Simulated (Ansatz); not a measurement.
# H7OPSi: the cost of one run

Method: RKS PBE0-D4/def2-SVP, in Ansatz 0.2.0.

1 further run of the same task is left out (it didn't finish).

## Step 1: The system as given

Bond lengths: Si1–O2 2.030 Å, O2–H3 1.010 Å, Si1–H4 1.460 Å, Si1–H5 1.459 Å, Si1–H6 1.459 Å, Si1–P7 2.480 Å, P7–H8 1.420 Å, P7–H9 1.420 Å, P7–H10 1.583 Å. Angles (14 of 17 angles, heavy atoms first): O2–Si1–P7 71.6°, Si1–O2–H3 109.5°, O2–Si1–H4 109.5°, O2–Si1–H5 109.5°, O2–Si1–H6 109.5°, H4–Si1–P7 67.2°, H5–Si1–P7 176.6°, H6–Si1–P7 72.8°, Si1–P7–H8 109.5°, Si1–P7–H9 109.5°, Si1–P7–H10 62.8°, H4–Si1–H5 109.5°, H4–Si1–H6 109.5°, H5–Si1–H6 109.5°.

Coordinates:

```xyz
10

Si    0.0000    0.0000    0.0000
O     0.0000    0.0000    2.0300
H    -0.9095   -0.2814    2.3671
H     1.3768    0.0000   -0.4862
H    -0.6877    1.1914   -0.4862
H    -0.6877   -1.1914   -0.4862
P     1.2944   -1.9656    0.7820
H     0.4981   -3.1353    0.6631
H     2.4646   -2.1080   -0.0096
H     0.6725   -1.0212    1.8891
```

## Step 2: Pulling towards end A

Springs on the bonds that form and break draw the guess towards this end; the thresholds are loose.

input.yaml

```yaml
crystal:
  periodic: [false, false, false]
  atoms:
    - { symbol: Si, position_ang: [0.0, 0.0, 0.0] }
    - { symbol: O, position_ang: [0.0, 0.0, 2.03] }
    - { symbol: H, position_ang: [-0.9095, -0.2814, 2.3671] }
    - { symbol: H, position_ang: [1.3768, 0.0, -0.4862] }
    - { symbol: H, position_ang: [-0.6877, 1.1914, -0.4862] }
    - { symbol: H, position_ang: [-0.6877, -1.1914, -0.4862] }
    - { symbol: P, position_ang: [1.2944, -1.9656, 0.782] }
    - { symbol: H, position_ang: [0.4981, -3.1353, 0.6631] }
    - { symbol: H, position_ang: [2.4646, -2.108, -0.0096] }
    - { symbol: H, position_ang: [0.6725, -1.0212, 1.8891] }
basis:
  gaussian: { orbitals: def2-SVP }
hamiltonian:
  xc: pbe0
  dispersion: d4
relax:
  f_tol: 0.15
  max_steps: 25
  restrain:
    - { distance: [0, 6], at: 3.38, k: 30.0 }
    - { distance: [9, 1], at: 2.21, k: 30.0 }
    - { distance: [0, 1], at: 1.68, k: 30.0 }
    - { distance: [9, 6], at: 1.42, k: 30.0 }
```

The run is started by

```
ansatz run input.yaml --threads 2 --pin off --max-ram 3072MiB --backend cpu --events-out ev --progress --plain --runs-dir out
```

**Question.** How long does this run take on 2 threads of Intel Xeon Platinum 8259CL at 2.50GHz (Skylake/Cascade Lake), shared host, and how much memory does it need?

About 24 s, with a peak of 0.18 GiB.
